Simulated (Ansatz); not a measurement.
Voigt–Reuss–Hill bulk modulus (GPa) of solids drawn from the class of oxides, at two levels: PBE (PAW; Ansatz, an electronic-structure program), and HSE06 (Ansatz, PAW).

```tsv
solid	PBE	HSE06	shift (%)
corundum (α-Al2O3)	230	258	+12.2
anatase TiO2 (metastable phase)	181	208	+14.9
rutile SnO2	172	211	+23
α-quartz (SiO2)	31.8	32.1	+0.9
stishovite (SiO2)	269	313	+16.4
rutile TiO2	208	241	+15.9
```

The shifts run from +0.9 % to +23 %, with a median of +15.4 %.

Of 6 rows, HSE06 is the larger in 6 and the smaller in 0.

Ansatz's runs of these crystals have no spin polarisation.

Spin–orbit coupling is left out, also for the solids with elements from indium on (rutile SnO2); its size isn't shown.

Each level is taken at its own relaxed cell. Ansatz's density-functional and Hartree–Fock values are scalar-relativistic unless marked +SOC, with PAW data made under PBE.
